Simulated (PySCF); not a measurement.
Computed with PySCF and rigid-rotor harmonic-oscillator thermochemistry at 1 bar. 'Table' is the NASA 1993 thermochemical table (part measured, part estimated). 6-31G* has spherical d functions here. All species are closed-shell singlets. B3LYP is the form with VWN-RPA correlation. The harmonic model lacks anharmonicity and excited electronic states, which grow with temperature; levels with a mode under 35 cm⁻¹ are left out.

Harmonic frequencies at B3LYP/6-31G* (cm⁻¹): 718, 1045, 1045, 1414, 1511, 1511, 3096, 3195, 3195. Point group C3v; S°(298 K) = 234.5 J/mol/K at this level.

**Question.** Work out Cp and S° of gaseous CH₃Cl at 500, 800, 1200, 1600, 2000 K from these, and set them beside the table.

**Answer.** 
```csv
T (K),Cp B3LYP/6-31G*,Cp table,S° B3LYP/6-31G*,S° table
500,54.2,55.1,258.7,258.8
800,70.0,71.4,287.8,288.5
1200,83.5,84.2,319.0,320.2
1600,91.6,92.2,344.2,345.6
2000,96.5,97.5,365.2,366.7
```
Units J/mol/K.
